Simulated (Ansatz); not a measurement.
## C₅H₅Cl, SMILES ClC1=CCC=C1: a single point from an input written key by key, step by step

Computed with Ansatz 0.2.0 through its Python package.

Input file `c5h5cl.yaml`:
```yaml
crystal:
  periodic: [false, false, false]
  atoms:
    - { symbol: Cl, position_ang: [-0.3022, -2.427, -1.6518] }
    - { symbol: C, position_ang: [-0.1552, -1.0066, -0.7007] }
    - { symbol: C, position_ang: [0.1006, -0.9857, 0.593] }
    - { symbol: C, position_ang: [0.2975, 0.4472, 1.0684] }
    - { symbol: C, position_ang: [-0.0566, 1.1915, -0.2102] }
    - { symbol: C, position_ang: [-0.2715, 0.3541, -1.201] }
    - { symbol: H, position_ang: [0.3043, -1.8497, 1.2395] }
    - { symbol: H, position_ang: [-0.4889, 0.668, 1.8313] }
    - { symbol: H, position_ang: [1.2256, 0.682, 1.4986] }
    - { symbol: H, position_ang: [-0.0813, 2.2768, -0.2439] }
    - { symbol: H, position_ang: [-0.5069, 0.5924, -2.2027] }
basis:
  gaussian: { orbitals: def2-SVP }
hamiltonian:
  xc: { name: wB97X }
```

Run as a notebook:

In [1]:
```python
import ansatz as az
```

In [2]:
```python
session = az.Session.from_deck("c5h5cl.yaml")
r = session.plan(threads=1).execute().report
```

In [3]:
```python
print(f"E = {r['free_energy_ev']:.6f} eV = {r['free_energy_ev'] / 27.211386246:.7f} Ha")
print("converged:", r["converged"], " doubts:", r["published_state_doubts"] or "none")
symbols = ["Cl", "C", "C", "C", "C", "C", "H", "H", "H", "H", "H"]
```
```text
E = -17778.744791 eV = -653.3568202 Ha
converged: True  doubts: none
```

Total energies depend on the basis set; only differences at equal settings carry meaning. The geometry is a force-field or estimated start, not a minimum of this method, and the basis set is short of its limit. Run time: 12 s on 1 thread of Arm Neoverse V1 (shared host), peak memory 0.32 GiB.
